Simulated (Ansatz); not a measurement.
System: rock-salt HfC. Method: RPBE (Ansatz, a quantum-chemistry and plane-wave program, PAW).

Numerical settings: plane-wave cutoff 520 eV, 20×20×20 k mesh, Fermi–Dirac smearing 0.05 eV, scalar-relativistic PAW data made under PBE.

Pressure at four volumes; x = ln(V/12.798 Å³). One pressure is withheld.

| V (Å³/atom) | x | P (GPa) |
|---|---|---|
| 12.030 | -0.0619 | 15.66 |
| 12.798 | 0.0000 | 0.02 |
| 13.310 | 0.0392 | -8.09 |
| 13.566 | 0.0583 | ? |

Question: Pass a parabola P(x) through the three rows shown, estimate the bulk modulus and its pressure derivative near zero pressure, and predict the withheld pressure.

Answer: Slopes between the rows: (0.02 − (15.66))/(0.0000 − (-0.0619)) = -252.67 and (-8.09 − (0.02))/(0.0392 − (0.0000)) = -206.89 GPa. Their difference over the span 0.1011 is c = 45.78/0.1011 = 452.8 GPa, so P(x) = 15.66 + (-252.67)(x − (-0.0619)) + 452.8 (x − (-0.0619))(x − (0.0000)). At the middle row B = −dP/dx = −[-252.67 + 452.8 × 0.0619] = 224.6 GPa, and B′ = dB/dP = 2c/B = 4.0. At x = 0.0583 the parabola gives -11.54 GPa; the run gives -11.59 GPa. The Birch–Murnaghan fit to the energies at all volumes has B0 = 224 GPa and B′ = 4.0.

Measured, for comparison: bulk modulus 242 GPa (room temperature, not corrected to a static lattice, our sources range from 242 to 286; as tabulated in Synthesis of Binary Transition Metal Nitrides, Carbides and Borides from the …). Computed (rounded) less measured: bulk modulus not scored (sources differ).

Spin–orbit coupling is not included.
